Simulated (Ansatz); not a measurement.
# Nudged elastic band run: C2H6N2

Input file:

```yaml
crystal:
  periodic: [false, false, false]
  atoms:
    - { symbol: C, position_ang: [-0.056397, 1.532123, -0.600387] }
    - { symbol: "N", position_ang: [-0.594106, 0.24055, -0.262399] }
    - { symbol: C, position_ang: [0.173233, -0.599715, 0.324352] }
    - { symbol: "N", position_ang: [-0.259198, -1.827319, 0.770132] }
    - { symbol: H, position_ang: [1.025802, 1.666585, -0.340712] }
    - { symbol: H, position_ang: [-0.62497, 2.340069, -0.087178] }
    - { symbol: H, position_ang: [-0.168474, 1.727729, -1.690219] }
    - { symbol: H, position_ang: [1.247936, -0.390823, 0.565594] }
    - { symbol: H, position_ang: [0.432739, -2.565433, 0.891533] }
    - { symbol: H, position_ang: [-1.176565, -2.123767, 0.429295] }
basis:
  gaussian: { orbitals: def2-SVP }
hamiltonian:
  xc: pbe
  dispersion: d4
neb:
  order_check: false
  images: 5
  f_tol: 0.05
  max_iterations: 60
  initial_path: idpp
  final_atoms:
    - { symbol: C, position_ang: [-0.05684278, 1.53282657, -0.59909612] }
    - { symbol: "N", position_ang: [-0.57207231, 0.216389, -0.32710811] }
    - { symbol: C, position_ang: [0.19238215, -0.62111781, 0.2674591] }
    - { symbol: "N", position_ang: [-0.16258232, -1.92975549, 0.4997705] }
    - { symbol: H, position_ang: [0.98244944, 1.71195568, -0.21909177] }
    - { symbol: H, position_ang: [-0.71743188, 2.3095636, -0.15312959] }
    - { symbol: H, position_ang: [-0.05030529, 1.73264961, -1.69428092] }
    - { symbol: H, position_ang: [1.23128158, -0.37347517, 0.60887817] }
    - { symbol: H, position_ang: [-1.15020546, -2.15366372, 0.35812546] }
    - { symbol: H, position_ang: [0.30332688, -2.42537328, 1.25848428] }
```

Launched with:

```bash
$ ansatz run input.yaml --threads 1 --pin off --max-ram 2048MiB --backend cpu --events-out ev --progress --plain --runs-dir out
```

Output, in part (warnings, iteration lines, the closing report on the highest movable image, with atoms numbered from 0):

```
NEB end point (image 0): max|allowed force component| = 6.493e-3 eV/Å (the criterion of neb.relax_end_points is 1.000e-2)
NEB end point (image 6): max|allowed force component| = 5.538e-3 eV/Å (the criterion of neb.relax_end_points is 1.000e-2)
NEB iter   1: max|band force component| = 1.290e0 eV/Å  barrier→ = 0.7888 eV  barrier← = 0.7888 eV  Δτ_max = 0.1432 Å  (200 SCF iters)
NEB iter   2: max|band force component| = 6.041e-1 eV/Å  barrier→ = 0.6588 eV  barrier← = 0.6588 eV  Δτ_max = 0.2000 Å  (149 SCF iters)
NEB iter   3: max|band force component| = 1.138e0 eV/Å  barrier→ = 0.6106 eV  barrier← = 0.6106 eV  Δτ_max = 0.0786 Å  (178 SCF iters)
NEB iter   4: max|band force component| = 2.918e-1 eV/Å  barrier→ = 0.5663 eV  barrier← = 0.5663 eV  CI = image 3  Δτ_max = 0.0403 Å  (147 SCF iters)
NEB iter   5: max|band force component| = 1.535e-1 eV/Å  barrier→ = 0.5644 eV  barrier← = 0.5644 eV  CI = image 3  Δτ_max = 0.0179 Å  (155 SCF iters)
NEB iter   6: max|band force component| = 7.940e-2 eV/Å  barrier→ = 0.5642 eV  barrier← = 0.5642 eV  CI = image 3  Δτ_max = 0.0072 Å  (153 SCF iters)
NEB iter   7: max|band force component| = 1.802e-2 eV/Å  barrier→ = 0.5639 eV  barrier← = 0.5639 eV  CI = image 3  Δτ_max = 0.0000 Å  (399 SCF iters)
Total energy: -5140.80581803 eV, -188.9211292493 hartree
Atom 0 at    -0.009816     1.445456    -0.695014 Å, force    -0.000911     0.001788     0.002112 eV/Å
Atom 1 at    -0.442858     0.106344    -0.370665 Å, force     0.005444    -0.001398    -0.006165 eV/Å
Atom 2 at     0.253521    -0.571078     0.454280 Å, force    -0.008646    -0.001105     0.015213 eV/Å
Atom 3 at    -0.066175    -1.908161     0.859924 Å, force    -0.002914     0.006365    -0.010433 eV/Å
Atom 4 at     0.924735     1.770657    -0.173791 Å, force    -0.000428    -0.000376    -0.000507 eV/Å
Atom 5 at    -0.818737     2.166814    -0.450157 Å, force    -0.000091     0.000067    -0.000385 eV/Å
Atom 6 at     0.151219     1.528509    -1.791310 Å, force    -0.000179    -0.000628     0.000590 eV/Å
Atom 7 at     1.179998    -0.152911     0.928017 Å, force     0.003717    -0.001289    -0.005149 eV/Å
Atom 8 at    -0.143239    -2.484155     0.007571 Å, force     0.000541    -0.001555     0.004612 eV/Å
Atom 9 at    -1.028648    -1.901476     1.231156 Å, force     0.003466    -0.001869     0.000113 eV/Å
Dipole moment:    -0.027751     0.102949    -0.069039 e Å
```

The run converged. A vibrational analysis at the climbing image gives one clearly imaginary mode, 516i cm⁻¹: a first-order saddle point.

Final band (atoms are numbered from 1 in the order of the input):

| image | path coordinate (Å) | energy (kJ/mol) | dihedral N2–C3–N4–H9 (°) |
| --- | --- | --- | --- |
| 0 | 0.00 | 0.0 | 157 |
| 1 | 0.60 | 6.4 | 134 |
| 2 | 1.20 | 33.8 | 95 |
| 3 | 1.80 | 54.4 | 56 |
| 4 | 2.40 | 33.8 | 21 |
| 5 | 3.00 | 6.4 | -4 |
| 6 | 3.60 | 0.0 | -13 |

Time of the run: 2.5 min on 1 thread of Arm Neoverse N1, with other jobs on the host, peak memory 0.25 GiB.
